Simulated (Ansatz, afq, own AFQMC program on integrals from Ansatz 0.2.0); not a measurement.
AFQMC on a folder of integrals that Ansatz 0.2.0 wrote.

```yaml
crystal:
  periodic: [false, false, false]
  atoms:
    - {symbol: C, position_ang: [0.000000, 0.000000, 0.000000]}
    - {symbol: H, position_ang: [0.000000, 0.000000, -1.093537]}
    - {symbol: H, position_ang: [0.000000, 0.000000, 1.093537]}
basis:
  gaussian: {orbitals: cc-pVDZ}
total_charge: 1
magnetization: {spin_polarized: true, initial_magnetization: 1}
correlation: {method: ccsd_t, electrons: outside_noble_gas, hamiltonian_folder: ham}
```

```sh
$ ansatz run in.yaml --threads 1 --pin off --events-out ev --progress --plain --max-ram 24576MiB --backend cuda --devices 0, --max-vram 18GiB
```

afq runs on the folder ham with

```
--method phaseless --trial hf --walkers 4000 --populations 20 --least-time 40 --time-step 0.005 --steps-per-block 20 --equilibration-blocks 112 --max-blocks 4000 --target-error 0.0007 --factor-cut 1e-05 --start spin_pure --seed 5024 --taylor-order 6
```

Times are imaginary, in 1/Eh. The walk had a cap of 49 s. With eight or more populations the least sampling time is a fifth of least-time, and the error comes from their spread.

Log:

```
orbitals 23  electrons 3 2  factors 161 of 221
reference energy -38.56501035 Eh
CCSD correlation -0.09712996 Eh in 10 cycles, weight of the determinant in the CISD state 0.9556
energy of the start -38.565314 Eh
 block  time / (1/Eh)  mean weight  energy / Eh
     1     0.100  1.0003  -38.586776
     2     0.200  1.0006  -38.602485
     3     0.300  1.0007  -38.615457
     4     0.400  1.0005  -38.625194
     5     0.500  1.0006  -38.631396
    10     1.000  1.0002  -38.651968
    29     2.900  1.0000  -38.665256
    49     4.900  1.0000  -38.662850
    69     6.900  1.0000  -38.663907
    89     8.900  1.0002  -38.663051
   105    10.500  0.9999  -38.660871
   109    10.900  1.0002  -38.662887
   129    12.900  0.9999  -38.664727
   149    14.900  1.0001  -38.661816
   169    16.900  1.0001  -38.667062
   189    18.900  1.0001  -38.662760
error from the spread of 20 populations
energy -38.663869 +/- 0.000393 Eh
(rows thinned)
```

The run passed its tests (sampling time, drift between the halves within three errors, error under three times the target), which doesn't prove that it has relaxed.

Against this walk (error 10.7 meV) on the same determinant: CCSD(T) 11.9 meV higher (within the noise), CCSDT(Q) 1.3 meV higher (within the noise), CCSDTQ 1.1 meV higher (within the noise), full CI 1.0 meV higher (within the noise), a separate phaseless walk with a CISD trial and standard settings 3.1 ± 10.7 meV higher (within the noise). The error is statistical and leaves out the bias of the constraint.

Cautions: constraint bias not in the error.

The walk took 23 s on 1 × NVIDIA H100 80GB HBM3 with 2 threads of AMD EPYC 7R13 Processor (Zen 3), on a shared host (the card was shared). The log's last line is the phaseless energy.

CCSDT and higher add their correlation energy to the determinant of the CCSD(T) run, since their own runs factorise the integrals more tightly (a shift of under 2 meV). A walk keeps the symmetry of its determinant, which the program's search chose and which needn't be the lowest solution, so a lower state of the same spin and another symmetry isn't excluded.
